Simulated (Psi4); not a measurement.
**BH2Cl− (SMILES [BH2-]Cl), run twice**

Aim: the energy of BH2Cl− at UTPSSh/heavy-aug-cc-pVTZ (ZORA, density fitting).

Program for the calculation: Psi4 1.11.

4 further runs of the same task are left out: 4 set aside as unsound or not needed.

## 1. The structure to begin with

The species is BH2Cl− (4 atoms), meant as a doublet with charge -1. SMILES: `[BH2-]Cl`. The shape is that of a GFN2-xTB optimisation.

Bond lengths: B1–Cl2 1.923 Å, B1–H3 1.212 Å, B1–H4 1.212 Å. Angles: Cl2–B1–H3 107.8°, Cl2–B1–H4 107.8°, H3–B1–H4 115.8°.

## 2. The input as first written

The input, bclh2.xyz:

```xyz
4
BClH2
B     -0.072740    -0.194320    -0.337270
Cl     1.390160     0.062360     0.884750
H     -0.963970    -0.752550     0.264630
H     -0.353460     0.884500    -0.812110
```

The input, bclh2_ase.py:

```python
import numpy as np
from ase.calculators.psi4 import Psi4
from ase.io import read

a = read('bclh2.xyz')
calc = Psi4(atoms=a, method='tpssh', basis='heavy-aug-cc-pVTZ', memory='1600MB', num_threads=1, charge=-1, multiplicity=2, label='calc', reference='rohf')
calc.psi4.set_options({'scf_type': 'df', 'relativistic': 'zora'})
a.calc = calc

print(f'energy: {a.get_potential_energy():.6f} eV')
```

Run with:

```console
$ python bclh2_ase.py
```

calc.dat:

```text
Relativistic analytic gradients are not implemented yet, re-routing to finite differences.
```

The script printed:

```text
Traceback (most recent call last):
  File "bclh2_ase.py", line 10, in <module>
    print(f'energy: {a.get_potential_energy():.6f} eV')
psi4.driver.p4util.exceptions.ValidationError: ROHF reference for DFT is not available.
```

It took 1.2 s on 1 thread of Intel Xeon 6975P-C (Granite Rapids), shared host; peak memory 0.17 GiB.

## 3. What went wrong

The program refused the input.

The telling line is `psi4.driver.p4util.exceptions.ValidationError: ROHF reference for DFT is not available.`. Cause: rohf with dft. To mend it: reference UKS in place of ROKS.

## 4. Second attempt

bclh2.xyz is that of step 2.

The input, run_ase.py:

```python
import numpy as np
from ase.calculators.psi4 import Psi4
from ase.io import read

mol = read('bclh2.xyz')
calc = Psi4(atoms=mol, method='tpssh', basis='heavy-aug-cc-pVTZ', memory='1600MB', num_threads=1, charge=-1, multiplicity=2, label='calc', reference='uks')
calc.psi4.set_options({'scf_type': 'df', 'relativistic': 'zora'})
mol.calc = calc

print(f'energy: {mol.get_potential_energy():.6f} eV')
```

Run with:

```console
$ python run_ase.py
```

calc.dat:

```text
[...]
  Running in c1 symmetry.
[...]
  Nuclear repulsion =   35.018506622506017
[...]
  Multiplicity = 2
[...]
  Nalpha       = 13
  Nbeta        = 12
[...]
    Number of basis functions: 124
[...]
   @DF-UKS iter   1:  -488.23695944586262   -2.98684e-01   4.43797e-03 DIIS/ADIIS
[...]
   @DF-UKS iter   9:  -488.45533846908967   -1.07318e-07   8.24021e-07 DIIS
[...]
   @S^2 Observed:                7.534437249E-01
[...]
    Orbital Energies [Eh]
    ---------------------
    Alpha Occupied:
       1A   -101.977668     2A     -9.222583     3A     -6.910083
       4A     -6.906354     5A     -6.905300     6A     -6.491277
       7A     -0.572772     8A     -0.268734     9A     -0.138217
      10A     -0.131707    11A     -0.101717    12A     -0.062830
      13A      0.053282
    Alpha Virtual:
      14A      0.128258    15A      0.134120    16A      0.134565
      17A      0.138939    18A      0.202755    19A      0.221539
      20A      0.222143    21A      0.242095    22A      0.246919
      23A      0.259188    24A      0.302189    25A      0.307663
[...]
  @DF-UKS Final Energy:  -488.45533846908967
   => Energetics <=
    Nuclear Repulsion Energy =             35.0185066225060169
    One-Electron Energy =                -747.2076584012086187
    Two-Electron Energy =                 253.7737498577814108
    DFT Exchange-Correlation Energy =     -30.0399365481684946
    Empirical Dispersion Energy =           0.0000000000000000
    VV10 Nonlocal Energy =                  0.0000000000000000
    Total Energy =                       -488.4553384690896678
[...]
 Multipole Moments:
 ------------------------------------------------------------------------------------
     Multipole            Electronic (a.u.)      Nuclear  (a.u.)        Total (a.u.)
 ------------------------------------------------------------------------------------
 L = 1.  Multiply by 2.5417464519 to convert [e a0] to [Debye]
 Dipole X            :          3.3523956           -2.4439464            0.9084491
 Dipole Y            :          0.1251428            0.2519057            0.3770486
 Dipole Z            :          2.0945036           -1.0047875            1.0897161
 Magnitude           :                                                    1.4679669
[...]
```

On the terminal:

```text
energy: -13291.546771 eV
```

It took 35 s on 1 thread of Intel Xeon 6975P-C (Granite Rapids), shared host; peak memory 1.2 GiB.

## 5. Summary of results

Level: UTPSSh/heavy-aug-cc-pVTZ (ZORA, density fitting).

```
                          quantity          value
                      total energy  -488.45534 Eh
HOMO energy (highest over α and β)        1.45 eV
 LUMO energy (lowest over α and β)        3.49 eV
                              ⟨S²⟩          0.753
```

What this shows: The HOMO lies at positive energy, 1.45 eV; only total energies tell whether the electron is bound.
